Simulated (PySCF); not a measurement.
Method: PBE-D3(BJ)/def2-TZVP // B3LYP-D3(BJ)/def2-TZVP run with PySCF. Gas-phase values, no solvent. One relaxed conformer stands for a flexible species; it need not be the lowest. Delta-SCF ions had no search for a lower state. Excitations are Tamm–Dancoff values on a coarser integration grid. The basis has no diffuse functions, so Rydberg states are missing or too high.

Reference species (SMILES): `C=CC` (neutral, multiplicity 1).

```json
{
  "S1 oscillator strength": "0.000",
  "S1 excitation (TDA)": "7.16 eV",
  "T1 excitation (TDA)": "4.54 eV",
  "vertical ionisation energy (Delta-SCF)": "9.75 eV"
}
```

After one change: the S1 oscillator strength stays essentially unchanged; the S1 excitation (TDA) drops by 3.32 eV; the T1 excitation (TDA) drops by 0.90 eV; the vertical ionisation energy (Delta-SCF) falls by 0.37 eV.

### Question
What was changed between the two runs? The new species is one of these.
(A) `C=CCCF` (C–C–C–C torsion 116°, C–C–C–F torsion 176°)
(B) `C=CCC` (C–C–C–C torsion 120°)
(C) `BCC=C`
(D) `C=CCO` (C–C–C–O torsion -6°, C–C–O–H torsion -58°)

### Answer
C, `BCC=C`
